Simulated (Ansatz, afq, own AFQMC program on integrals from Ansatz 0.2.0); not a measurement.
## BNH3, doublet in cc-pVDZ, levels against AFQMC with the constraint released

```xyz
5

B     0.0000   -0.2010    0.8793
N     0.0000    0.0754   -0.6317
H     0.0000    0.7355    1.8327
H     0.0000    1.1132   -1.0791
H     0.0000   -0.7401   -1.4075
```

Connectivity, by distances: BH–NH2.

Basis cc-pVDZ. Only valence electrons are correlated. Integrals, coupled cluster, full CI and functionals: Ansatz 0.2.0; the random walks run on the same integrals in our own AFQMC program. The CISD trial takes its coefficients from CCSD amplitudes. Released means that phaseless walkers are propagated on without the constraint, phases kept. ± is one standard error of the sampling.

Determinant: UHF, the one that the program's search chose, which needn't be the lowest solution. The geometry is a point of a scan.

No full CI on the walks' own integrals is used here. The released AFQMC energy serves as the reference, which it does only where one determinant dominates, the energy is flat over the last release times and near the phaseless one (40 meV or 2 meV an electron, half that with transition metals). On small molecules, where full CI could be run and the noise was under 10 meV, such values lay within 10 meV of it in 19 cases of 20, a flattering rate, since the rule was set on those same cases; what remains of the bias isn't in the error bar.

Cautions: the released value is read at 2.40 1/Eh with a noise of 22 meV, more than in the cases checked (meV from the phaseless value at times in 1/Eh: -21 ± 33 at 0.24, -2 ± 18 at 0.51, 18 ± 21 at 0.99, 22 ± 18 at 1.62, 14 ± 22 at 2.40).

```
T1 diagnostic                               : 0.0212
weight of the determinant in the CISD state : 0.885
⟨S²⟩ of the determinant                     : 0.758
size of the correlated space                : 11 electrons in 41 orbitals
```

| level | correlation energy (eV) |
| --- | --- |
| MP2 | -6.7598 |
| CCSD | -7.4449 |
| CCSD(T) | -7.6756 |

**Question.** Estimate where AFQMC with the constraint released lies against CCSD(T) on the same integrals.

**Answer.** 3.8 ± 2.1 kJ/mol below CCSD(T). The gap is under twice the noise, so this walk alone can't tell the two apart.

Reference: AFQMC with the constraint released, correlation energy -7.715 ± 0.022 eV.

| level | E − E(reference) (kJ/mol) | share of correlation (%) |
| --- | --- | --- |
| CCSD(T) | 3.8 ± 2.1 | 99.49 |
| ph-AFQMC/CISD | -1.4 ± 3.4 | 100.19 |

A walk keeps the symmetry of its determinant, which the program's search chose and which needn't be the lowest solution, so a lower state of the same spin and another symmetry isn't excluded. Released energies are given only where the last usable release times agree within the noise; a slower fall can still hide under it.
